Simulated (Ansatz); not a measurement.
Ideal-gas functions of methane (`C`) at 600 K and 1 bar, from an Ansatz frequency run at PBE0-D4/def2-TZVP.

Molar mass 16.04 g/mol, point group Td (symmetry number 12), electronic degeneracy 1, moments of inertia 3.191, 3.191, 3.191 u Å². Harmonic wavenumbers (cm⁻¹, unscaled): 1326, 1326, 1326, 1551, 1551, 3047, 3168, 3168, 3168.

Use S(trans) = R[1.5 ln M + 2.5 ln T − 1.1517]; rotational temperatures θ = 24.2544 K / I; S(rot) = R[ln(√π/σ · √(T³/θAθBθC)) + 1.5]; for each mode x = 1.438777 ν̃/T, S = R[x/(eˣ − 1) − ln(1 − e⁻ˣ)] and H = RT x/(eˣ − 1); 1 cm⁻¹ = 0.0119627 kJ/mol; R = 8.31446 J/(mol·K).

Q: By hand: the entropy, in J/(mol·K).

A: Translation 158.0. Rotation: θ = 7.6009, 7.6009, 7.6009 K, giving 51.1. Vibration, mode by mode: 1.50, 1.50, 1.50, 0.97, 0.97, 0.05, 0.04, 0.04, 0.04, in all 6.6. Electronic 0.0. Sum 215.7 J/(mol·K).

Q: By hand: H − E and G − E in kJ/mol, counted from the electronic energy.

A: Zero-point energy ½ × 19631 × 0.0119627 = 117.4; thermal vibration 3.1; translation, rotation and pV give 4 RT = 20.0. H − E = 140.5 kJ/mol, and G − E = 140.5 − 600 × 215.7/1000 = 11.1 kJ/mol.

Vibration gives 3 % of the entropy; all modes have x over 3 and are hardly excited.
